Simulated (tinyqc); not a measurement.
Hueckel theory of the pi electrons with the omega technique, for the molecule O=Cc1c[cH+]1 (SMILES; centres numbered as the heavy atoms are written), step by step. One step of it, computed by the program tinyqc.

Task: Orbitals, round 1. Diagonalise; E = alpha + x beta with beta < 0, so the largest x are filled first; degenerate levels share their electrons. P = sum n_i c_ri c_si; each orbital has its largest coefficient positive (the first on a tie).

Hueckel matrix in units of beta (H = alpha + beta A):
```
          1O        2C        3C        4C        5C
1O  1.140000  0.950000  0.000000  0.000000  0.000000
2C  0.950000  0.000000  1.000000  0.000000  0.000000
3C  0.000000  1.000000  0.000000  1.000000  1.000000
4C  0.000000  0.000000  1.000000  0.000000  1.000000
5C  0.000000  0.000000  1.000000  1.000000  0.000000
```

pi electrons, sum of z_r less the charge = 4

Give: x values; occupations; coefficients; charge and bond-order matrix P.

Result:

x values: 2.2649  1.5717  -0.1184  -1.0000  -1.5782

occupations: 2.0000  2.0000  0.0000  0.0000  0.0000

coefficients:
```
       MO1      MO2      MO3      MO4      MO5
1O  0.3306   0.7900  -0.4773   0.0000   0.1972
2C  0.3914   0.3590   0.6322   0.0000  -0.5641
3C  0.5725  -0.1863   0.3786   0.0000   0.7030
4C  0.4526  -0.3259  -0.3385   0.7071  -0.2727
5C  0.4526  -0.3259  -0.3385  -0.7071  -0.2727
```

charge and bond-order matrix P:
```
         1O      2C      3C       4C       5C
1O   1.4667  0.8259  0.0842  -0.2156  -0.2156
2C   0.8259  0.5641  0.3145   0.1204   0.1204
3C   0.0842  0.3145  0.7250   0.6397   0.6397
4C  -0.2156  0.1204  0.6397   0.6221   0.6221
5C  -0.2156  0.1204  0.6397   0.6221   0.6221
```
